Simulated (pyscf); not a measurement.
Elementary routes open to O=Ge: [singlet] + hydrogen fluoride (HF) in the gas phase (singlet surface):
A. O=GeH–F (F–H broken; F–Ge, Ge–H formed)
B. HO–Ge:–F [singlet] (F–H broken; F–Ge, H–O formed)

Optimised with ωB97X-D3(BJ)/def2-SVP in PySCF. Correlated levels are frozen-core, on RHF or UHF. ΔMP2 is the change of the MP2 total energy from the triple- to the quadruple-zeta basis.

Problem. Rank the routes by free-energy barrier at 298 K, lowest first, for CCSD(T)/def2-TZVPP + ΔMP2(QZVPP) energies (ideal gas, 1 atm, RRHO with modes under 100 cm⁻¹ raised to 100, one conformer, R ln 2 for rigid chiral ones).

Solution. B (5.7 kcal/mol), A (55.0 kcal/mol)

Route B is the fastest of these, ahead of the next by 49.3 kcal/mol. The most stable products are those of B (ΔG = -31.2 kcal/mol), so kinetics and thermodynamics agree. At 1200 K B is still the fastest. B: On the reactant side the descent ends in a bound adduct, 10.2 kcal/mol under the separated species and 2.5 kcal/mol under the saddle at ωB97X-D3(BJ)/def2-TZVP. Only these routes are compared; each barrier is that of the saddle found, and lower ones may exist. The CCSD(T) − MP2 part came from Ansatz, without density fitting, on the same reference. The frozen core leaves the outer d or s,p core shells of the metals and heavy elements correlated in the MP2 and CC values, and def2-TZVPP describes them poorly, which can shift differences by a few kcal/mol. Elements up to Kr have no core potential and no relativistic terms here.
